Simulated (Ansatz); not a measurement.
CH3AlS (`[CH2]1[AlH][S]1`), charge 0, multiplicity 1.

(1) Give a relaxed structure at PBE0-D4/def2-TZVP (Ansatz). (Best estimate.)

Answers

(1) The calculation gave: 
Z-matrix (Å, degrees):
```
C
S 1 1.909
Al 1 1.913 2 67.2
H 1 1.087 2 111.1 3 117.7
H 1 1.087 2 111.1 3 -117.7
H 3 1.567 1 155.5 2 -180.0
```
Point group Cs.
